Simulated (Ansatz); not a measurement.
# LiPH2+ (quartet): wave-function methods side by side, 6-31G

Aim: climb from Hartree-Fock through coupled cluster for LiPH2+ (quartet) at one geometry and basis, and see what each rung misses.

Program: Ansatz 0.2.0, Gaussian basis. Level of theory: 6-31G, core rule «outside noble gas», up to 6 orbitals frozen. These are calculated values, not measurements.

To be run: UHF; CCSD(T) on ROHF; CCSD(T) on UHF; BCCD(T) on ROHF; CISD; CCSDT(Q) on ROHF; CCSDT(Q) on UHF; CISDTQ; CCSDTQ on ROHF; CCSDTQ on UHF; Full CI.

28 further runs of the same task are left out: 12 for a known fault of the program, 1 for a mislabelled method, 5 that didn't finish, 10 set aside as unsound or not needed.

**1. The geometry**

The geometry is a PBE0/def2-TZVP stationary point (not a proven minimum) of the parent state, kept for this charge and spin.

4 atoms, charge 1, spin multiplicity 4.

Atoms are counted from 1 here; the program's logs count them from 0.

Bond lengths: P1–H3 1.430 Å, P1–H4 1.420 Å. Angles: H3–P1–H4 93.2°.

**2. UHF**

File in.yaml:

```yaml
crystal:
  periodic: [false, false, false]
  atoms:
    - {symbol: P, position_ang: [0.000000, 0.027316, 0.488956]}
    - {symbol: Li, position_ang: [0.000000, -0.001113, -2.577448]}
    - {symbol: H, position_ang: [0.000000, 0.504297, 1.836882]}
    - {symbol: H, position_ang: [0.000000, -1.336050, 0.886751]}
basis:
  gaussian: {orbitals: 6-31G}
total_charge: 1
magnetization: {spin_polarized: true, initial_magnetization: 3}
hamiltonian: {xc: hf}
output: {orbitals: {seedname: orbitals}}
```

Command:

```
$ ansatz run in.yaml --threads 1 --pin off --events-out ev --progress --plain --max-ram 2393MiB
```

The runs that follow: CCSD(T) on ROHF; CCSD(T) on UHF; BCCD(T) on ROHF; CISD; CCSDT(Q) on ROHF; CCSDT(Q) on UHF; CISDTQ; CCSDTQ on ROHF; CCSDTQ on UHF; Full CI.

Q: Predict the results of all the runs planned. Wanted: FCI below the RHF energy; RMP2 from FCI; UMP2 from FCI; RCCSD from FCI; RCCSD(T) from FCI; UCCSD(T) from FCI; RCCSDT(Q) from FCI; UCCSDT(Q) from FCI; T1 diagnostic.

**Answer**, as computed:

| quantity | value |
| --- | --- |
| FCI below the RHF energy | -1.6036 eV |
| RMP2 from FCI | +11.51 kcal/mol |
| UMP2 from FCI | +11.38 kcal/mol |
| RCCSD from FCI | +0.63 kcal/mol |
| RCCSD(T) from FCI | +0.22 kcal/mol |
| UCCSD(T) from FCI | +0.22 kcal/mol |
| RCCSDT(Q) from FCI | +0.01 kcal/mol |
| UCCSDT(Q) from FCI | 0.00 kcal/mol |
| levels within 1 kcal/mol (43 meV) | RCCSD, UCCSD, RCCSD(T), UCCSD(T), BCCD(T), RCCSDT, UCCSDT, CISDTQ, RCCSDT(Q), UCCSDT(Q), RCCSDTQ, UCCSDTQ |
| T1 diagnostic | 0.015 |
| effectively unpaired electrons | 3.02 |

In words: RCCSD(T) lands +0.22 kcal/mol from the yardstick (0.6 % of the correlation energy). One determinant dominates. These misses are within one basis, not against nature; the frozen cores of restricted and unrestricted runs differ, which can shift their rows.
